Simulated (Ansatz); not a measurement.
Basis sets over 5 cases of the adiabatic ionisation energy at r2SCAN with Ansatz (Al to Cl present), each against its own reference: (a) the value in aug-cc-pV5Z; (b) the value in pcseg-4. By their distance from other large sets or by the extrapolation step the references are unsure by up to roughly 0.004 eV. B3LYP-D3(BJ)/def2-TZVP geometries; electronic energies; unrestricted open shells; no added dispersion term; no relativity. Cartesian d functions in some cases of 6-31G**. (X+d) sets on Al to Cl for cc-pVXZ and aug-cc-pVXZ. 

Cases are drawn at random; left out are references unsure by over 0.017 eV, doubtful singlets, and cases whose largest runs show a restricted determinant unstable towards unrestricted orbitals, <S^2> over 0.1 too high or, where CCSD(T) ran, T1 over 0.025 (0.045 for open shells). Sets are drawn from those converged to one state in every case.

Cases (SMILES) and reference values:
- ClO (OH-Cl) → HClO+ (doublet, bonded as OCl) + e-: 10.825 eV (b)
- ClF (F-Cl) → ClF+ (doublet, bonded as FCl) + e-: 12.407 eV (a)
- Cl[O] (O-Cl) → ClO+ (triplet, bonded as [O]Cl) + e-: 10.643 eV (a)
- Cl (HCl) → HCl+ (doublet, bonded as Cl) + e-: 12.679 eV (a)
- ClCl (Cl2) → Cl2+ (doublet, bonded as ClCl) + e-: 11.229 eV (a)

| basis | functions over def2-SVP (largest species, mean of cases) | mean signed deviation (eV) | mean absolute | largest | within 0.05 eV |
|---|---|---|---|---|---|
| STO-3G | 0.4 | -0.650 | 0.727 | 1.142 | 0 of 5 |
| pcseg-0 | 0.7 | 0.884 | 0.884 | 1.344 | 0 of 5 |
| 6-31G | 0.7 | 0.639 | 0.639 | 0.900 | 0 of 5 |
| def2-SVP | 1.0 | 0.132 | 0.149 | 0.264 | 1 of 5 |
| pcseg-1 | 1.0 | 0.218 | 0.218 | 0.292 | 0 of 5 |
| 6-31G** | 1.1 | 0.071 | 0.071 | 0.255 | 4 of 5 |
| def2-SVPD | 1.5 | 0.296 | 0.296 | 0.380 | 0 of 5 |
| aug-cc-pVDZ | 1.7 | 0.130 | 0.130 | 0.185 | 0 of 5 |
| def2-TZVPD | 2.6 | 0.018 | 0.018 | 0.027 | 5 of 5 |
| jun-cc-pV(T+d)Z | 2.7 | 0.021 | 0.021 | 0.030 | 5 of 5 |
| 6-311++G(3df,3pd) | 2.7 | 0.025 | 0.025 | 0.038 | 5 of 5 |
| def2-TZVPPD | 2.9 | 0.019 | 0.019 | 0.026 | 5 of 5 |
| pcseg-3 | 4.0 | 0.000 | 0.002 | 0.003 | 5 of 5 |
| cc-pV5Z | 6.2 | -0.004 | 0.004 | 0.007 | 5 of 5 |

Among the sets for which every case ran a larger relative (same family, alike in diffuse functions, listed or not), the smallest listed that holds all cases within 0.05 eV together with them is def2-TZVPD, at 2.6 times the functions of def2-SVP. Inside, though some case ran no larger relative to test it: 6-311++G(3df,3pd), cc-pV5Z. Largest deviations of relatives not listed, over the cases that ran them: aug-cc-pVTZ 0.024, def2-QZVPPD 0.005, aug-cc-pVQZ 0.007, pcseg-4 0.003, aug-cc-pV5Z 0.000 eV. These figures hold for the cases listed.

Ansatz is an electronic-structure program.
